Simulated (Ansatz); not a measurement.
bcc K, treated with HSE06 (PAW; Ansatz, a program for electronic structure).

Numerical settings: plane-wave cutoff 460 eV, 10×10×10 k mesh, Fermi–Dirac smearing 0.05 eV, scalar-relativistic PAW data made under PBE.

A third-order Birch–Murnaghan fit to the energies gives V0 = 75.745 Å³/atom, B0 = 3.47 GPa, B′ = 3.8.

| V (Å³/atom) | P (GPa) |
|---|---|
| 71.371 | 0.232 |
| 73.875 | 0.092 |
| 75.369 | … |
| 77.663 | … |
| 79.557 | … |

### Question
Estimate the withheld pressures from this fit; the answers are the runs' own values.

### Answer

- 75.369, P (GPa): 0.018
- 77.663, P (GPa): -0.082
- 79.557, P (GPa): -0.155

The formula P = (3/2) B0 (x^(7/3) − x^(5/3)) [1 + (3/4)(B′ − 4)(x^(2/3) − 1)] with x = V0/V meets the computed pressures within 0.01 GPa when these rounded values are put in.

Measured, for comparison: bulk modulus 3.75 GPa (corrected for temperature and zero-point phonon effects; as tabulated in Levämäki et al. (2014), arXiv:1402.3671); equilibrium volume per atom 70.79 Å³/atom (low-temperature or extrapolated to 0 K; zero-point anharmonic expansion removed; as tabulated in Csonka et al. (2009), arXiv:0903.4037). Computed (rounded) less measured: bulk modulus -7 %, equilibrium volume per atom +7.0 %.

Computed values are for the static lattice.
